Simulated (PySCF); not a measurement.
## Broadened absorption spectrum of C4H5FO

C4H5FO.
InChI=1S/C4H5FO/c5-4(6)3-1-2-3/h3H,1-2H2

Theory: TDDFT PBE0/def2-SVPD, vertical, gas phase, core orbitals frozen in the response in PySCF 2.14.0, density-fitted response routines. Isolated species at its PBE0-D3(BJ)/def2-SVP geometry (one conformer only). Torsions of this conformer, `[O:1]=[C:2]([F:3])[CH:4]1[CH2:5][CH2:6]1`: O1–C2–C4–C5 34°.

Each state is given a Gaussian of 0.4 eV full width at half maximum, with ε(max) = 2.175×10⁸ f / Δν̃ (Δν̃ the width in cm⁻¹). The width is an assumption, not a result. The curve ends short of the highest state used, and states not computed would add to its high-energy end.

λ (nm), ε (L mol⁻¹ cm⁻¹) and a bar:
```
    151.2        138 
    154.3       1043 ##
    157.5       6352 ############
    160.7      15173 #############################
    163.9      15744 ##############################
    167.0       8046 ###############
    170.2       2104 ####
    173.4        306 #
    176.6         27 
    179.7          2 
    182.9          0 
    186.1          0 
    189.3          1 
    192.4          4 
    195.6         10 
    198.8         17 
    202.0         21 
    205.1         18 
    208.3         12 
    211.5          6 
    214.7          2 
    217.8          1 
    221.0          0 
    224.2          0
```

Question: Where are the band maxima, and which computed states make them?

Answer: 202 nm (6.13 eV), ε about 21, made up of S1 (100%); 162 nm (7.63 eV), ε about 17000, made up of S3 (95%) (ε in L mol⁻¹ cm⁻¹; maxima over ε = 5, shares over 10%). The states used: S1 6.13 eV (f 0.0003); S2 7.59 eV (f 0.014); S3 7.64 eV (f 0.240); S4 8.62 eV (f 0.0042); S5 8.67 eV (f 0.041); S6 8.80 eV (f 0.0042).

Question: Does any computed singlet lie in the visible range?

Answer: No computed singlet lies in the visible range (380 to 750 nm); the lowest, at 202 nm, stands 2.87 eV above its violet end (3.26 eV).

Question: Coming from long wavelengths, where does ε first pass 100 L mol⁻¹ cm⁻¹?

Answer: At about 175 nm (7.09 eV), 0.96 eV above S1.

Question: What would ε be at 7.63 eV, the highest of these maxima, with half the width (0.2 eV)?

Answer: About 33900 L mol⁻¹ cm⁻¹ against 17100, a factor of about 1.99; a lone state at its own centre would give exactly 2.
